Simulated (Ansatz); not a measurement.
# Multireference treatment of BH4N, singlet

Calculated in Ansatz's Gaussian-basis code. Basis cc-pVDZ, nonrelativistic, 2 orbitals frozen in the corrections. State-specific CASSCF; RHF is the lowest restricted (open-shell) Hartree–Fock solution met. Letters tell apart solutions met in one space. Solutions may break the symmetry of the shape. The lowest solution met needn't be the lowest there is, nor hold the orbitals that a chemist would pick.

Geometry:

```xyz
6

B     0.0000    0.0000   -0.7800
N     0.0000    0.0000    0.6125
H    -0.3645   -0.9799   -1.3584
H     0.3645    0.9799   -1.3584
H     0.6199   -0.5762    1.1647
H    -0.6199    0.5762    1.1647
```

CASSCF less RHF, in eV, and natural occupations:

| CAS | CASSCF | occupations |
| --- | --- | --- |
| (2,2) a | -0.460 | 1.98, 0.02 |
| (2,2) b | -0.355 | 1.99, 0.01 |

Problem. What totals less RHF do the corrections give on each solution?

Solution. 

```
    CAS  SC-NEVPT2
(2,2) a     -7.055
(2,2) b     -7.016
```

Problem. In CAS(2,2), is the solution lowest in CASSCF also lowest after SC-NEVPT2?

Solution. Yes: (2,2) a stays lowest, 0.04 eV under the next.

Problem. How do single-reference totals in the same basis and frozen core stand against SC-NEVPT2 in CAS(2,2) a?

Solution. CCSD(T) -0.981 eV. Coupled cluster stands on the determinant that it favours, which can lie over the RHF solution above, and is in doubt where the occupations are far from 0, 1 and 2.
